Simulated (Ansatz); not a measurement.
Consider the atomization: `FC(F)Cl` → C• + Cl• + 2 F• + H•.

Gas-phase electronic energies from Ansatz, PBE0-D4/def2-TZVP geometries. CCSD(T)/CBS is the MP2 limit (def2-TZVPP, def2-QZVPP) plus CCSD(T) − MP2 in def2-TZVPP, frozen cores. This one scheme is used for every species, atoms too. DFT in def2-TZVPP. No spin–orbit coupling; open shells (•) take unrestricted orbitals. Spin–orbit coupling would lower the free atoms: a little for C, Cl, F.

```json
{"level": "LDA (SPW92)", "ΔE (kcal/mol)": "510.3"}
{"level": "r2SCANh-D4", "ΔE (kcal/mol)": "415.4"}
{"level": "ωB97X-V", "ΔE (kcal/mol)": "419.0"}
{"level": "PBE-QIDH", "ΔE (kcal/mol)": "414.7"}
{"level": "r2SCAN", "ΔE (kcal/mol)": "421.0"}
{"level": "MP2/def2-TZVPP", "ΔE (kcal/mol)": "423.4"}
{"level": "MP2/CBS(def2)", "ΔE (kcal/mol)": "436.5"}
{"level": "CCSD/CBS(def2)", "ΔE (kcal/mol)": "407.0"}
```

**Question.** What does CCSD(T)/CBS give? (An estimate is asked.)

**Answer.** Ansatz gave: +417.0 kcal/mol. The listed levels differ from it by 93.3, -1.6, 2.0, -2.3, 4.0, 6.4, 19.5, -10.0 kcal/mol.

Largest T1 diagnostic among the species: 0.011.

At CCSD(T), def2-SVP lies −25.9 kcal/mol from the extrapolated value and def2-TZVPP −13.1 kcal/mol: correlation converges slowly with the basis, and small sets miss more of it in the bonded molecule than in its fragments. From BLYP to BHLYP (50 % exact exchange), in def2-TZVPP and without D4, ΔE moves by −27.3 kcal/mol: exact exchange takes away binding that semilocal exchange gives to molecules.

For atomizations the MP2-based limit and the directly extrapolated one differ by several kJ/mol either way, and by 10 to 25 for some Ge, Se and Sn compounds, so smaller differences from it don't rank the levels.
